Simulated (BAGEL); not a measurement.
**C3H3FO (SMILES C=CC(=O)F) at PBE0/def2-SVP (density fitting with qzvpp-jkfit)**

What is the energy change on altering one bond length of C3H3FO at PBE0/def2-SVP (density fitting with qzvpp-jkfit)? 

The calculation is run with BAGEL 1.2.2.

12 further runs of the same task are left out: 12 set aside as unsound or not needed.

## (1) The molecule

C3H3FO has 8 atoms, charge 0, and is taken as a singlet. SMILES: `C=CC(=O)F`. Geometry: relaxed at GFN2-xTB. This is one conformer, not always the lowest.

Bond lengths: C1–C2 1.328 Å, C2–C3 1.462 Å, C3–O4 1.183 Å, C3–F5 1.368 Å, C1–H6 1.077 Å, C1–H7 1.078 Å, C2–H8 1.080 Å. Angles: C1–C2–C3 123.4°, C2–C3–O4 128.9°, C2–C3–F5 112.2°, O4–C3–F5 118.9°, C1–C2–H8 122.6°, C3–C2–H8 114.0°, C2–C1–H6 121.6°, C2–C1–H7 121.6°, H6–C1–H7 116.9°.

## (2) The energy at PBE0/def2-SVP (density fitting with qzvpp-jkfit)

File input.json:

```json
{ "bagel": [

{
  "title": "molecule",
  "basis": "svp",
  "df_basis": "qzvpp-jkfit",
  "angstrom": true,
  "geometry": [
    { "atom": "C", "xyz": [   -0.777660,    0.835380,    0.434810 ] },
    { "atom": "C", "xyz": [   -0.286490,   -0.385060,    0.253240 ] },
    { "atom": "C", "xyz": [    0.904670,   -0.663360,   -0.547350 ] },
    { "atom": "O", "xyz": [    1.416800,   -1.704690,   -0.779260 ] },
    { "atom": "F", "xyz": [    1.453160,    0.474260,   -1.072030 ] },
    { "atom": "H", "xyz": [   -1.658160,    1.006080,    1.030340 ] },
    { "atom": "H", "xyz": [   -0.313040,    1.702010,   -0.007310 ] },
    { "atom": "H", "xyz": [   -0.739260,   -1.264630,    0.687570 ] }
  ]
},
{
  "title": "ks",
  "xc_func": "pbe0"
},
{
  "title": "print",
  "file": "orbitals.molden",
  "orbitals": true
}

]}
```

On the command line:

```bash
$ BAGEL_NUM_THREADS=1 BAGEL input.json > input.out
```

The log of the run:

```text
* using 1 threads per process

  ===============================================================
  ===============================================================

  *** Geometry ***

  { "atom" : "C", "xyz" : [     -1.469564,      1.578639,      0.821672 ] },
  { "atom" : "C", "xyz" : [     -0.541388,     -0.727658,      0.478554 ] },
  { "atom" : "C", "xyz" : [      1.709579,     -1.253569,     -1.034342 ] },
  { "atom" : "O", "xyz" : [      2.677364,     -3.221397,     -1.472588 ] },
  { "atom" : "F", "xyz" : [      2.746074,      0.896222,     -2.025843 ] },
  { "atom" : "H", "xyz" : [     -3.133468,      1.901216,      1.947060 ] },
  { "atom" : "H", "xyz" : [     -0.591560,      3.216333,     -0.013814 ] },
  { "atom" : "H", "xyz" : [     -1.396999,     -2.389804,      1.299319 ] },

  Number of auxiliary basis functions:      433

  Since a DF basis is specified, we compute 2- and 3-index integrals:
    o Being stored without compression. Storage requirement is 0.025 GB

  Number of basis functions:       85
  Number of electrons      :       38

    * METHOD: MOLECULE                             0.31

  *** Kohn-Sham DFT ***

    * Removing 14735 points whose weight is below 1.00e-10
    * Grid points: 104513

  === Nuclear Repulsion ===
   161.1561537749

       - DIIS with orbital gradients will be used.

  === KS iteration (pbe0 / svp) ===
      0       -250.56435866          0.13604198           0.43
      1       -179.53088846          0.19994503           0.50
      2       -189.20865038          0.17647859           0.42
      3       -275.58344457          0.14984645           0.42
      4       -287.91357398          0.07028381           0.42
      5       -290.26040976          0.02808397           0.42
      6       -290.51598872          0.01644468           0.42
      7       -290.60791422          0.00817746           0.42
      8       -290.62830672          0.00560257           0.47
      9       -290.64309499          0.00041745           0.42
     10       -290.64314148          0.00017761           0.44
     11       -290.64315126          0.00011188           0.42
     12       -290.64315649          0.00002528           0.41
     13       -290.64315671          0.00001334           0.42
     14       -290.64315679          0.00000232           0.42
     15       -290.64315679          0.00000098           0.44
     16       -290.64315679          0.00000026           0.42
     17       -290.64315679          0.00000008           0.42
     18       -290.64315679          0.00000003           0.46
     19       -290.64315679          0.00000001           0.42
     20       -290.64315679          0.00000001           0.41
    * SCF iteration converged.

    * Permanent dipole moment:
           (    1.004267,    -0.613436,    -0.626405) a.u.

    * METHOD: KS                                   9.89

    * METHOD: PRINT                                0.01

  ===============================================================
```

Wall time 11 s (1 thread of Intel Xeon Platinum 8259CL at 2.50GHz (Skylake/Cascade Lake), shared host); peak memory 0.41 GiB.

## (3) The distorted shape

File job.json:

```json
{ "bagel" : [

{
  "title" : "molecule",
  "basis" : "svp",
  "df_basis" : "qzvpp-jkfit",
  "angstrom" : true,
  "geometry" : [
    { "atom" : "C", "xyz" : [   -0.859921,    0.664763,    0.513500 ] },
    { "atom" : "C", "xyz" : [   -0.368751,   -0.555677,    0.331930 ] },
    { "atom" : "C", "xyz" : [    0.822409,   -0.833977,   -0.468660 ] },
    { "atom" : "O", "xyz" : [    1.334539,   -1.875307,   -0.700570 ] },
    { "atom" : "F", "xyz" : [    1.453160,    0.474260,   -1.072030 ] },
    { "atom" : "H", "xyz" : [   -1.740421,    0.835463,    1.109030 ] },
    { "atom" : "H", "xyz" : [   -0.395301,    1.531393,    0.071380 ] },
    { "atom" : "H", "xyz" : [   -0.821521,   -1.435247,    0.766260 ] }
  ]
},
{ "title" : "ks", "xc_func" : "pbe0" },
{ "title" : "print", "file" : "orbitals.molden", "orbitals" : true }

]}
```

On the command line:

```bash
$ BAGEL_NUM_THREADS=1 BAGEL job.json > job.out
```

The log of the run:

```text
* using 1 threads per process

  ===============================================================
  ===============================================================

  *** Geometry ***

  { "atom" : "C", "xyz" : [     -1.625015,      1.256220,      0.970374 ] },
  { "atom" : "C", "xyz" : [     -0.696838,     -1.050077,      0.627257 ] },
  { "atom" : "C", "xyz" : [      1.554128,     -1.575988,     -0.885639 ] },
  { "atom" : "O", "xyz" : [      2.521913,     -3.543817,     -1.323885 ] },
  { "atom" : "F", "xyz" : [      2.746074,      0.896222,     -2.025843 ] },
  { "atom" : "H", "xyz" : [     -3.288919,      1.578796,      2.095763 ] },
  { "atom" : "H", "xyz" : [     -0.747011,      2.893913,      0.134889 ] },
  { "atom" : "H", "xyz" : [     -1.552450,     -2.712224,      1.448022 ] },

  Number of auxiliary basis functions:      433

  Since a DF basis is specified, we compute 2- and 3-index integrals:
    o Being stored without compression. Storage requirement is 0.025 GB

  Number of basis functions:       85
  Number of electrons      :       38

    * METHOD: MOLECULE                             0.37

  *** Kohn-Sham DFT ***

    * Removing 14459 points whose weight is below 1.00e-10
    * Grid points: 104789

  === Nuclear Repulsion ===
   155.8031996674

       - DIIS with orbital gradients will be used.

  === KS iteration (pbe0 / svp) ===
      0       -251.85686953          0.13023521           0.44
      1       -181.49709929          0.19871868           0.57
      2       -191.40570727          0.17339007           0.45
      3       -274.22037587          0.15094601           0.42
      4       -288.05324414          0.06801111           0.49
      5       -290.15067136          0.03261681           0.43
      6       -290.48543283          0.01699013           0.43
      7       -290.60091465          0.00664632           0.42
      8       -290.61976897          0.00263610           0.49
      9       -290.62227472          0.00102071           0.54
     10       -290.62281775          0.00021607           0.43
     11       -290.62284173          0.00003622           0.42
     12       -290.62284212          0.00001812           0.42
     13       -290.62284225          0.00000653           0.42
     14       -290.62284226          0.00000622           0.42
     15       -290.62284228          0.00000034           0.47
     16       -290.62284228          0.00000021           0.42
     17       -290.62284228          0.00000012           0.42
     18       -290.62284228          0.00000002           0.55
     19       -290.62284228          0.00000002           0.44
     20       -290.62284228          0.00000000           0.42
    * SCF iteration converged.

    * Permanent dipole moment:
           (    1.210374,    -0.292025,    -0.809858) a.u.

    * METHOD: KS                                  10.34

    * METHOD: PRINT                                0.03

  ===============================================================
```

It took 11 s on 1 thread of Intel Xeon Platinum 8259CL at 2.50GHz (Skylake/Cascade Lake), shared host; peak memory 0.41 GiB.

## (4) Results

Level: PBE0/def2-SVP (density fitting with qzvpp-jkfit).

```
                                                         quantity          value
                                        first shape: total energy  -290.64316 Eh
                                       first shape: dipole moment         3.39 D
                                         first shape: HOMO energy       -8.91 eV
                                         first shape: LUMO energy       -1.96 eV
                                       first shape: HOMO–LUMO gap        6.95 eV
                                    distorted shape: total energy  -290.62284 Eh
                                   distorted shape: dipole moment         3.78 D
                                     distorted shape: HOMO energy       -9.15 eV
                                     distorted shape: LUMO energy       -2.30 eV
                                   distorted shape: HOMO–LUMO gap        6.85 eV
energy change with the C3–F5 bond stretched from 1.368 to 1.573 Å       0.553 eV
```

What this shows: With the C3–F5 bond stretched from 1.368 to 1.573 Å the energy rises by 0.55 eV (53.3 kJ/mol). The first shape isn't relaxed at this level, so the change isn't measured from a minimum.
